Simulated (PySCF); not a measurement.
Match the calculated data to a structure.

All candidates are C2H2F2.

- UV, strongest line: among the 8 lowest singlet transitions: S2 at 7.91 eV (157 nm, f = 0.343) [TDDFT B3LYP/def2-SVPD]
- Couplings: largest of the computed one-bond spin–spin couplings (means over like bonds): 19F–13C -374.0 (×2), 13C–1H +175.0 (×2), 13C–13C +130.7 Hz [B3LYP/pcJ-1]
- UV, first state: lowest singlet excitation: 7.09 eV (175 nm, f = 0.036) [TDDFT B3LYP/def2-SVPD]
- 13C NMR: chemical shifts (computed TMS as zero) by class: 174.0 (1 C), 66.8 (1 C) ppm [GIAO PBE0/pcSseg-1]
- XPS: C1s 291.1, C1s 295.9, F1s 694.3 (×2) eV [ΔSCF SCAN, pcX-2 on the ionised atom, pcseg-1 elsewhere, spin-free X2C]
- Polarisability: 27.7 au [B3LYP/def2-SVPD]
- Rotational structure: rotational constants A, B, C: 10.950, 10.419, 5.339 GHz [GFN2-xTB]
- NMR, other nuclei: isotropic shieldings of nuclei other than C and H, by class: 247 (2 F) ppm [GIAO PBE0/pcSseg-1]
- 1H NMR: chemical shifts (computed TMS as zero) by class: 3.97 (2 H) ppm [GIAO PBE0/pcSseg-1]
- Dipole: 1.46 D [B3LYP/def2-SVPD]

Gas-phase values; electronic properties from PySCF, density fitting. Levels stand in brackets. Geometry: GFN2-xTB; no solvent, vibrations or thermal averaging. NMR values are class means; diastereotopic atoms form classes of their own.

Question: Which candidate is it?
A. `F/C=C\F` (cis-1,2-difluoroethene)
B. `F/C=C/F` (trans-1,2-difluoroethene)
C. `C=C(F)F` (vinylidene fluoride)

Answer: C. It is `C=C(F)F`. Numbering: `[CH2:1]=[C:2]([F:3])[F:4]`. Its formula, C2H2F2, gives 1 degree of unsaturation: 0 rings and 1 π bond in the structure found. 2 carbons fall into 2 classes; from least to most shielded: =CF2 carbon [C2] (174.0 ppm), terminal =CH2 carbon [C1] (66.8 ppm). All hydrogens form one class (3.97 ppm): vinylic hydrogen. The other shieldings belong to: 247 ppm, vinyl fluorine [F3/F4]. The couplings run between: -374.0 Hz, vinyl fluorine [F3] and =CF2 carbon [C2] (with 1 like pair); +175.0 Hz, terminal =CH2 carbon [C1] and its hydrogen (with 1 like pair); +130.7 Hz, terminal =CH2 carbon [C1] and =CF2 carbon [C2]. The core levels belong to: C1s 291.1 eV, terminal =CH2 carbon [C1]; C1s 295.9 eV, =CF2 carbon [C2]; F1s 694.3 eV, vinyl fluorine [F3/F4]. The hole state at 295.9 eV has ⟨S²⟩ = 0.83 against 0.75, so that value is less sure. The optimised geometry has point group C2v and is an asymmetric top.

The others, at the same levels:
- `F/C=C\F` fails: its computed core binding energies are C1s 293.4 (×2), F1s 693.6 (×2) eV, rotational constant A is 21.943 GHz (against 10.950 GHz) and smallest rotational constant is 4.542 GHz (against 5.339 GHz).
- `F/C=C/F` fails: its computed core binding energies are C1s 293.4 (×2), F1s 693.7 (×2) eV, rotational constant A is 58.447 GHz (against 10.950 GHz) and smallest rotational constant is 3.779 GHz (against 5.339 GHz).

One-bond C–F couplings are unscaled; at this level they come out some 30 % too large in size.
